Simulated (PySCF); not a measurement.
One molecule, one basis, several functionals.

CClF3.
SMILES: `FC(F)(F)Cl`

PySCF, pcSseg-2 basis, density fitting, gas phase, PBE0-D3(BJ)/def2-SVP geometry. One functional is left out:

| functional | exact exchange (%) | HOMO energy (eV) | LUMO energy (eV) | dipole moment (D) |
| --- | --- | --- | --- | --- |
| B97-D | 0 | -8.51 | -1.10 | 0.197 |
| BLYP | 0 | -8.38 | -1.13 | 0.256 |
| BP86 | 0 | -8.61 | -1.25 | 0.190 |
| LDA | 0 | -8.69 | -1.42 | 0.255 |
| OPBE | 0 | -8.51 | -0.98 | 0.111 |
| PBE | 0 | -8.51 | -1.16 | 0.198 |
| B3LYP | 20 | -9.82 | -0.38 | 0.335 |
| mPW1PW91 | 25 | -10.12 | -0.03 | 0.296 |

Question: Predict the row of PBE0 (25 % exact exchange) by straight lines through the other rows, and check it.

Answer: 
```
         property    line  computed  computed − line  mPW1PW91 (25 %), for comparison
 HOMO energy (eV)  -10.13    -10.09            +0.04                           -10.12
 LUMO energy (eV)   -0.09     -0.01            +0.08                            -0.03
dipole moment (D)   0.324     0.291           -0.033                            0.296
```

Question: Which of these properties follows the share of exact exchange most closely, and which least?

Answer: Most closely the HOMO energy, least the dipole moment; the correlations over the tabulated rows are HOMO energy -0.991, LUMO energy 0.961, dipole moment 0.728. The HOMO energy moves by -0.637 eV for every 10 %. Functionals with the same share still differ in their other parts: at 0 % BLYP and LDA differ by 0.31 eV in it.
